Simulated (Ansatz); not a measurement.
# C2H3N: small, medium and large basis sets

One table from this session's results is given with a row withheld; the runs are named, their logs left out.

The runs use Ansatz 0.2.0, Gaussian basis; one geometry, several basis sets.

The runs, in order: PBE0-D4/def2-SVP; ωB97M-V/def2-SVP; PBE0-D4/def2-QZVPP; ωB97M-V/def2-QZVPP; the functionals' def2-TZVPP values are taken from earlier runs.

## The geometry

An earlier PBE0-D4 in a triple-zeta def2 set relaxation fixed the geometry.

SMILES `C=C=N`, 6 atoms, charge 0, spin multiplicity 1.

Atoms are counted from 1 here; the program's logs count them from 0.

Bond lengths: C1–C2 1.305 Å, C1–H4 1.081 Å, C1–H5 1.081 Å, C2–N3 1.217 Å, N3–H6 1.018 Å. Angles: C2–C1–H4 120.2°, C2–C1–H5 120.2°, H4–C1–H5 119.6°, C1–C2–N3 174.5°, C2–N3–H6 116.2°.

Set-up of the first run:

The input, in.yaml:

```yaml
crystal:
  periodic: [false, false, false]
  atoms:
    - {symbol: C, position_ang: [-0.735416, -0.035607, -0.632015]}
    - {symbol: C, position_ang: [0.189077, 0.098586, 0.279666]}
    - {symbol: N, position_ang: [0.982345, 0.304171, 1.179982]}
    - {symbol: H, position_ang: [-0.709518, 0.571218, -1.526629]}
    - {symbol: H, position_ang: [-1.525894, -0.762036, -0.502489]}
    - {symbol: H, position_ang: [1.841607, -0.240430, 1.155386]}
basis:
  gaussian: {orbitals: def2-SVP}
hamiltonian: {xc: pbe0, dispersion: d4}
output: {orbitals: {seedname: orbitals}}
```

Launch:

```sh
$ ansatz run in.yaml --threads 2 --pin off --events-out ev --progress --plain --max-ram 4352MiB
```

Steps of the session up to this table: PBE0-D4 in def2-SVP; ωB97M-V in def2-SVP; PBE0-D4 in def2-QZVPP; ωB97M-V in def2-QZVPP.

One table of the session follows, with a row left open; its other results are not shown here.

It belongs to the step «Density functionals: the series». 

| functional | basis | HOMO (eV) | LUMO (eV) |
| --- | --- | --- | --- |
| PBE0-D4 | def2-SVP | -6.77 | 0.12 |
| PBE0-D4 | def2-TZVPP | -6.94 | -0.09 |
| PBE0-D4 | def2-QZVPP | -6.97 | -0.16 |
| ωB97M-V | def2-SVP | -8.95 | 2.44 |
| ωB97M-V | def2-TZVPP | -9.14 | 2.17 |
| ωB97M-V | def2-QZVPP | ? | ? |

**Question.** Estimate the row for ωB97M-V, def2-QZVPP.

**Answer.** HOMO (eV): -9.17; LUMO (eV): 1.80. In the column «HOMO (eV)» it is the lowest.
